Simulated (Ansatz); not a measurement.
Mulliken charges of C$_{3}$H$_{2}$S$_{3}$, SMILES `S=c1sccs1` from ωB97M-V/def2-TZVPP in Ansatz (PBE0-D4/def2-TZVP geometry).

```tsv
atom	x (Å)	y (Å)	z (Å)	charge (e)
S1	0.911	-0.925	2.873	-0.233
C2	0.439	-0.446	1.386	-0.050
S3	1.399	-0.634	-0.051	0.156
C4	0.290	0.072	-1.163	-0.141
C5	-0.866	0.513	-0.654	-0.141
S6	-1.085	0.314	1.043	0.156
H7	0.569	0.128	-2.207	0.126
H8	-1.657	0.978	-1.227	0.126
```

Q: By hand: the dipole of these point charges (1 e Å = 4.8032 D).

A: Σ q r = (-0.241, 0.245, -0.760) e Å, of length 0.834 e Å = 4.01 D.

Q: How does the dipole of the full density compare? (Estimate.)

A: Ansatz gave: (-0.276, 0.280, -0.871) e Å, 4.59 D; the point charges give 0.87 times that, at 0° from its direction.

Point charges leave out the atoms' own dipoles, such as those of lone pairs, and Mulliken's split depends on the basis, so the close match here is no proof of good charges.
